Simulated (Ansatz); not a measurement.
System: C2H5O (charge 0, doublet). It need not be the lowest isomer of its formula. 
Coordinates optimised at B3LYP-D3(BJ)/def2-TZVP (Ansatz, a quantum-chemistry and plane-wave program):
SMILES: CO[CH2]
```xyz
8

C     -0.0560     1.1737    -0.3437
O     -0.2494     0.1159     0.4755
C      0.1826    -1.1352    -0.0391
H      0.7035     1.1018    -1.1141
H     -0.3396     2.1210     0.0879
H      0.0061    -1.8765     0.7369
H     -0.3840    -1.3991    -0.9365
H      1.2500    -1.1055    -0.2808
```
Charge 0, spin multiplicity 2.

Parts of the frozen-core correlation energy in 6-31G* (Ansatz, hartree). Frozen orbitals: 3; correlated occupied orbitals by spin: 10 and 9; virtual: 42 and 43. UHF or UKS for open shells. Spin-orbit coupling is left out. Non-relativistic.

```csv
term,value
reference (HF),-153.43588
MP2 opposite-spin,…
MP2 same-spin,…
CCSD correlation,-0.44945
(T),…
T1 diagnostic,0.016
largest doubles amplitude,0.021
<S^2> of the reference,0.761
```

Task: What belongs in the gaps?

Result: 
- MP2 opposite-spin, value: -0.31262
- MP2 same-spin, value: -0.10302
- (T), value: -0.01117
